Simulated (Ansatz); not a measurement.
Consider the formal hydrolysis of a C–F bond: `N/C(O)=C\F` + H₂O → `N/C(O)=C\O` + H–F.

Isolated molecules relaxed with PBE0-D4/def2-TZVP in Ansatz; ΔE leaves out vibrations. CBS: MP2 limit from def2 TZ/QZ plus the TZ coupled-cluster correction, frozen cores. This one scheme is used for every species. Double bonds are as drawn, so ΔE can hold a change between cis and trans. DFT in def2-TZVPP. One conformer a species, not always the lowest.

```
    level  ΔE (kJ/mol)
revPBE-D4        -11.3
     PBE0         -8.0
```

Problem. What does CCSD(T)/CBS give? (Estimate.)

Solution. The calculation gave: -11.0 kJ/mol. The listed levels differ from it by -0.3, 3.0 kJ/mol.

Largest T1 diagnostic among the species: 0.012.

At CCSD(T), def2-SVP lies −5.6 kJ/mol from the extrapolated value and def2-TZVPP −0.7 kJ/mol. In def2-TZVPP, CCSD(T) changes the Hartree–Fock value by −15.7 kJ/mol (the triples alone add −2.4 kJ/mol) and MP2 by −20.5 kJ/mol. Leaving LDA and LC-ωPBE aside and taking each functional with its dispersion term where it has one, the values, not all of them listed here, spread over 10.8 kJ/mol, from PBE-QIDH to B97M-V. LDA lies −6.7 kJ/mol from PBE without D4.
